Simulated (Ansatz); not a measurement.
Geometry optimisation, Ansatz, UKS BHLYP-D4/def2-SVP.

Input file:

```yaml
crystal:
  periodic: [false, false, false]
  atoms:
    - { symbol: B, position_ang: [-2.04198, 0.85127, -1.38275] }
    - { symbol: Al, position_ang: [-0.15925, 0.75599, -0.6562] }
    - { symbol: Si, position_ang: [0.92243, -0.71813, 0.9533] }
    - { symbol: H, position_ang: [-3.15527, 0.73791, -1.708] }
    - { symbol: H, position_ang: [0.88922, 1.77816, -1.26596] }
    - { symbol: H, position_ang: [0.98719, -0.28128, 2.36889] }
    - { symbol: H, position_ang: [2.32458, -1.09021, 0.64373] }
    - { symbol: H, position_ang: [0.23307, -2.03371, 1.04699] }
magnetization:
  spin_polarized: true
  initial_magnetization: 1
basis:
  gaussian: { orbitals: def2-SVP }
hamiltonian:
  xc: { name: BHLYP }
  dispersion: d4
relax:
  f_tol: 0.02
  max_steps: 50
output:
  orbitals: {}
```

Launched with:

```bash
$ ansatz run input.yaml --threads 2 --pin off --max-ram 3072MiB --backend cpu --events-out ev --progress --plain --runs-dir out
```

Problem. Where does it end, and by what steps?

Solution. The run converged. The force dipped under the threshold on the way, but the program's further checks kept it going. After 17 steps the energy has fallen by 0.188 eV; H5 moved furthest, 0.43 Å.

```json
{"step": "0", "energy less start (eV)": "0.0000", "largest force component (eV/Å)": "0.847", "accepted": "yes"}
{"step": "1", "energy less start (eV)": "-0.1276", "largest force component (eV/Å)": "0.402", "accepted": "yes"}
{"step": "2", "energy less start (eV)": "-0.1701", "largest force component (eV/Å)": "0.142", "accepted": "yes"}
{"step": "3", "energy less start (eV)": "-0.1762", "largest force component (eV/Å)": "0.108", "accepted": "yes"}
{"step": "4", "energy less start (eV)": "-0.1810", "largest force component (eV/Å)": "0.058", "accepted": "yes"}
{"step": "5", "energy less start (eV)": "-0.1832", "largest force component (eV/Å)": "0.023", "accepted": "yes"}
{"step": "6", "energy less start (eV)": "-0.1844", "largest force component (eV/Å)": "0.028", "accepted": "yes"}
{"step": "7", "energy less start (eV)": "-0.1755", "largest force component (eV/Å)": "0.144", "accepted": "no"}
{"step": "8", "energy less start (eV)": "-0.1855", "largest force component (eV/Å)": "0.007", "accepted": "yes"}
{"step": "9", "energy less start (eV)": "-0.1863", "largest force component (eV/Å)": "0.032", "accepted": "yes"}
{"step": "10", "energy less start (eV)": "-0.1867", "largest force component (eV/Å)": "0.043", "accepted": "yes"}
{"step": "11", "energy less start (eV)": "-0.1871", "largest force component (eV/Å)": "0.085", "accepted": "yes"}
{"step": "12", "energy less start (eV)": "-0.1874", "largest force component (eV/Å)": "0.059", "accepted": "yes"}
{"step": "13", "energy less start (eV)": "-0.1867", "largest force component (eV/Å)": "0.190", "accepted": "no"}
{"step": "14", "energy less start (eV)": "-0.1879", "largest force component (eV/Å)": "0.030", "accepted": "yes"}
{"step": "15", "energy less start (eV)": "-0.1880", "largest force component (eV/Å)": "0.003", "accepted": "yes"}
{"step": "16", "energy less start (eV)": "-0.1882", "largest force component (eV/Å)": "0.024", "accepted": "yes"}
{"step": "17", "energy less start (eV)": "-0.1883", "largest force component (eV/Å)": "0.018", "accepted": "yes"}
```

```xyz
8
Properties=species:S:1:pos:R:3
B -1.891 0.632 -1.339
Al -0.007 0.908 -0.632
Si 0.870 -0.762 0.939
H -2.999 0.438 -1.728
H 0.820 2.166 -1.103
H 1.192 -0.143 2.253
H 2.120 -1.381 0.423
H -0.104 -1.857 1.187
```

Run time: 40 s on 2 threads of Intel(R) Xeon(R) Platinum 8488C (Sapphire Rapids), with other jobs on the host, peak memory 0.21 GiB.
